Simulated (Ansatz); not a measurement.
```yaml
crystal:
  periodic: [false, false, false]
  atoms:
    - {symbol: Mn, position_ang: [-1.389167, -0.290843, -0.001248]}
    - {symbol: O, position_ang: [0.327113, -0.167608, 0.001400]}
    - {symbol: H, position_ang: [1.062053, 0.458451, -0.000153]}
basis:
  gaussian: {orbitals: def2-TZVP}
hamiltonian: {xc: pbe0}
relax: {f_tol: 0.004, max_steps: 80}
```

```sh
$ ansatz run in.yaml --threads 1 --pin off --events-out ev --progress --plain --max-ram 2176MiB
```

Steps of the relaxation (energy above the last step; positions in Å, forces in eV/Å):

```
3
step 1, 71.4 meV
Mn   -1.389   -0.291   -0.001    0.027    0.152   -0.001
O     0.327   -0.168    0.001    0.574    0.012    0.001
H     1.062    0.458    0.000   -0.602   -0.163    0.000
```

```
3
step 2, 60.8 meV
Mn   -1.383   -0.285   -0.001   -0.032    0.141   -0.001
O     0.334   -0.176    0.001    0.295   -0.251    0.002
H     1.049    0.461    0.000   -0.263    0.110   -0.001
```

```
3
step 3, 25.1 meV
Mn   -1.359   -0.254   -0.001   -0.187    0.099   -0.001
O     0.364   -0.229    0.002    0.085   -0.493    0.002
H     0.994    0.483    0.000    0.102    0.394   -0.002
```

```
3
step 6, 20.5 meV
Mn   -1.313   -0.187   -0.002    0.124   -0.116    0.001
O     0.437   -0.343    0.002    0.051    0.882   -0.004
H     0.876    0.530   -0.001   -0.175   -0.766    0.003
```

```
3
step 8, 0.0 meV
Mn   -1.333   -0.214   -0.002    0.000    0.000    0.000
O     0.408   -0.297    0.002    0.000    0.000    0.000
H     0.925    0.511   -0.001    0.000    0.000    0.000
```

Close pairs at the end: O2–H3 0.960 Å, Mn1–O2 1.743 Å, Mn1–H3 2.372 Å.

A stationary point of restricted PBE0 after 8 steps (its stability towards spin polarisation wasn't tested); no frequencies were run, so it isn't proven a minimum. 39 s on 1 thread of Intel Xeon 6975P-C, shared host.
